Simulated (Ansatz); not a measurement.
Name a neutral molecule of C, Cl and H with LUMO energy (ωB97M-V/def2-TZVPP) between 1.45 and 1.75 eV and HOMO energy (B3LYP/def2-TZVPP) between -6.00 and -5.70 eV (Ansatz, PBE0-D4/def2-TZVP geometry).

`C=C1C=C1Cl` (1.50 eV, -5.98 eV). Other molecules can fit too; these were computed, each in one conformer that needn't be the lowest.

B3LYP here is the variant with VWN-RPA as its local correlation; programs differ in this.
